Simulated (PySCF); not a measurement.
Relaxation of quartet AlN₂

These are results of UPBE0 in PySCF with Al def2-TZVP, N def2-TZVP; no relativity; density-fitted integrals, not measurements. A (50,194) grid was used.

A hand-made bent start, of C2v symmetry, held to at least that symmetry:

```xyz
3
charge 0 multiplicity 4, angstrom
Al    0.0000    0.0000   -0.5054
N     1.4171    0.0000    0.4869
N    -1.4171    0.0000    0.4869
```

Optimiser trace:
```tsv
step	E − E(last) (kJ/mol)	largest gradient (Eh/bohr)
0	61.93	0.04908
1	28.89	0.01242
2	21.48	0.01156
3	17.75	0.01484
4	14.69	0.01412
5	9.16	0.01081
6	3.66	0.00484
7	1.13	0.00650
8	0.12	0.00137
9	0.05	0.00190
10	0.00	0.00008
11	0.00	0.00003
```

It ends at D∞h with Al–N 1.795 Å (×2); N–Al–N 180.0°. A frequency run shows a minimum. Other isomers or separated fragments may lie lower.

At this level a doublet minimum of C∞v symmetry lies 527 kJ/mol below this structure.
